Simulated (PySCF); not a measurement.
# Working out the ionisation energy of N

N [He] 2s2 2p3 (4S) → N⁺ [He] 2s2 2p2 (3P). All numbers are calculated (PySCF 2.14, the non-relativistic Hamiltonian (point nucleus), in aug-cc-pVTZ with one added diffuse shell each of s, p, d, f type (6s5p4d3f, 62 functions)). Frozen: 1s2. Energies in hartree (1 hartree = 27.21139 eV):

```tsv
part	N (lower)	N⁺ (upper)
UHF	-54.401175	-53.890509
CCSD correlation	-0.113260	-0.092979
(T)	-0.002561	-0.001634
```

What does Hartree-Fock give?

(-53.890509) − (-54.401175) = 0.510666 hartree = 13.896 eV.

What do CCSD and CCSD(T) give?

The CCSD correlation energies differ by 0.020281 hartree = 0.552 eV and the triples by 0.000927 hartree = 0.025 eV, so CCSD gives 14.448 eV and CCSD(T) 14.473 eV.

Measured between the centres of the two terms (NIST): 14.545 eV, so CCSD(T) (valence) is off by -0.072 eV.

What remains against the reference includes basis incompleteness, the frozen core and higher excitations.
